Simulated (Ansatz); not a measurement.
# SiNH3 (triplet): wave-function methods side by side at distance N1–H4 along a hydrogen transfer = 1.313 Å, cc-pVDZ

An exercise on one series of results from a longer session: the logs are not shown, and one member is left open.

Method: cc-pVDZ, core rule «outside noble gas», up to 6 orbitals frozen; program: Ansatz 0.2.0, Gaussian basis.

Plan: UHF; CCSD(T) on ROHF; CCSD(T) on UHF; BCCD(T) on ROHF; CISD; CCSDT(Q) on ROHF; CCSDT(Q) on UHF; CASSCF and MRCISD+Q, 4 electrons in 4 orbitals; CASSCF and NEVPT2, 4 electrons in 4 orbitals.

7 further runs of the same task are left out: 6 that didn't finish, 1 set aside as unsound or not needed.

## The system

The geometry derives from fragments relaxed apart (PBE0/def2-TZVP) and kept rigid, so it is no stationary point. A hydrogen atom is moved between rigid fragments.

5 atoms, charge 0, spin multiplicity 3.

Atoms are counted from 1 here; the program's logs count them from 0.

Bond lengths: N1–H2 1.012 Å, N1–H3 1.012 Å, N1–H4 1.313 Å. Angles: H2–N1–H3 107.1°, H2–N1–H4 107.1°, H3–N1–H4 107.1°.

Coordinates:

```
N    -1.97947   -0.01264   -0.01967
H    -2.27675    0.95520   -0.01966
H    -2.27675   -0.41493    0.86059
H    -0.66647   -0.01264   -0.01967
Si    1.17453   -0.01263   -0.01967
```

Set-up of the first run:

in.yaml reads:

```yaml
crystal:
  periodic: [false, false, false]
  atoms:
    - {symbol: N, position_ang: [-1.979470, -0.012635, -0.019666]}
    - {symbol: H, position_ang: [-2.276750, 0.955198, -0.019665]}
    - {symbol: H, position_ang: [-2.276749, -0.414935, 0.860594]}
    - {symbol: H, position_ang: [-0.666470, -0.012635, -0.019666]}
    - {symbol: Si, position_ang: [1.174530, -0.012634, -0.019666]}
basis:
  gaussian: {orbitals: cc-pVDZ}
magnetization: {spin_polarized: true, initial_magnetization: 2}
hamiltonian: {xc: hf}
output: {orbitals: {seedname: orbitals}}
```

The run is started by

```sh
$ ansatz run in.yaml --threads 1 --pin off --events-out ev --progress --plain --max-ram 2393MiB
```

Steps of the session up to this table: UHF; CCSD(T) on ROHF; CCSD(T) on UHF; BCCD(T) on ROHF; CISD; CCSDT(Q) on ROHF; CCSDT(Q) on UHF; CASSCF and MRCISD+Q, 4 electrons in 4 orbitals; CASSCF and NEVPT2, 4 electrons in 4 orbitals.

One table of the session follows, with a row left open; its other results are not shown here.

| method | from UCCSDT(Q) (kJ/mol) |
| --- | --- |
| ROHF | +779.5 |
| UHF | +765.4 |
| RMP2 | +118.6 |
| UMP2 | +123.5 |
| CISD | +93.5 |
| RCCSD | +25.7 |
| UCCSD | +25.9 |
| RCCSD(T) | +4.6 |
| UCCSD(T) | +4.9 |
| BCCD(T) | +4.6 |
| RCCSDT | +1.9 |
| UCCSDT | +1.9 |
| RCCSDT(Q) | 0.0 |
| UCCSDT(Q) | 0 |
| CASSCF pair | ? |
| NEVPT2 pair | +116.4 |
| MRCISD pair | +75.9 |
| MRCISD+Q pair | +8.3 |

Q: Estimate the row for CASSCF pair from the others.

The run gave: from UCCSDT(Q) (kJ/mol): +698.7. In the column «from UCCSDT(Q) (kJ/mol)» it lies between UMP2 (+123.5) and UHF (+765.4).

Among the levels timed on like hardware and quicker than the yardstick, those that no quicker one beats, quickest first: NEVPT2 pair (4 s, +116.4 kJ/mol); MRCISD+Q pair (4.7 s, +8.3 kJ/mol); RCCSD(T) (11 s, +4.6 kJ/mol); BCCD(T) (12 s, +4.6 kJ/mol); RCCSDT(Q) (75 s, 0.0 kJ/mol).

To keep in mind: Of the multireference levels listed MRCISD+Q pair comes nearest in total energy (+8.3 kJ/mol), which doesn't show that its space is the better one. Restricted and unrestricted rows rest on different reference determinants; where their highest levels disagree by more than a few hundredths of an eV, they describe different states and don't form one ladder.
